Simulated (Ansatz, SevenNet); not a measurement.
Equilibrium lattice constant a (Å) of 25 elemental solids other than molecular ones, computed with the machine-learned potential SevenNet-l3i5 (trained on PBE and PBE+U data) and with r²SCAN (PAW; Ansatz, an electronic-structure program). The set holds measured phases with no doubt noted on the run or the magnetic state but for the caveats below. 20 more of the class have both values but aren't in it, for one of these reasons: built or high-temperature cells, doubts on the run or the magnetic state, unlike cells, values of zero, layered or molecular crystals, cells that aren't cubic. Solids without a value at one level (not run, failed, or a magnetic order lost), or held back for tests, aren't counted.

All rows, in order of the shift (worked out from unrounded values):

| solid | SevenNet-l3i5 | r²SCAN | shift (%) |
|---|---|---|---|
| fcc Ag | 4.165 | 4.104 | -1.48 |
| grey tin (α-Sn) | 6.654 | 6.566 | -1.32 |
| diamond-structure Ge | 5.750 | 5.675 | -1.31 |
| fcc Rh | 3.848 | 3.800 | -1.24 |
| fcc Pd | 3.955 | 3.908 | -1.17 |
| fcc Al | 4.038 | 3.992 | -1.16 |
| fcc Au | 4.170 | 4.125 | -1.09 |
| fcc Cu | 3.613 | 3.577 | -1.00 |
| fcc Ni | 3.512 | 3.478 | -0.98 |
| fcc Pt | 3.977 | 3.940 | -0.92 |
| fcc Pb | 5.039 | 4.994 | -0.90 |
| fcc Ir | 3.876 | 3.844 | -0.81 |
| bcc Mo | 3.171 | 3.151 | -0.65 |
| bcc W | 3.189 | 3.169 | -0.63 |
| bcc Nb | 3.321 | 3.303 | -0.52 |
| bcc Ta | 3.322 | 3.305 | -0.51 |
| bcc V | 2.997 | 2.982 | -0.48 |
| diamond-structure Si | 5.467 | 5.444 | -0.41 |
| diamond | 3.571 | 3.560 | -0.31 |
| bcc Ba | 5.058 | 5.070 | +0.24 |
| fcc Ca | 5.529 | 5.568 | +0.70 |
| bcc Fe | 2.843 | 2.866 | +0.83 |
| bcc Na | 4.188 | 4.223 | +0.85 |
| fcc Sr | 6.029 | 6.101 | +1.20 |
| bcc Li | 3.426 | 3.477 | +1.47 |

The shift from SevenNet-l3i5 to r²SCAN has a median of -0.65 %, and eight in ten lie between -1.28 % and +0.84 %; r²SCAN is the larger in 6 of 25.

Ansatz's runs of these crystals have no spin polarisation, but for bcc Fe, fcc Ni. Meta-GGA and hybrid levels favour moments, which can bear on fcc Pd, bcc Fe, bcc V, fcc Pt, fcc Rh, fcc Ni.

Density-functional runs with spin start from parallel moments for bcc Fe, parallel moments for fcc Ni.

Spin–orbit coupling is left out, also for the solids with elements from indium on (bcc Ta, fcc Pt, bcc Ba, grey tin (α-Sn), bcc W, fcc Ir, fcc Pb, fcc Au); its size isn't shown.

Ansatz's density-functional and Hartree–Fock values are scalar-relativistic unless marked +SOC, with PAW data made under PBE.
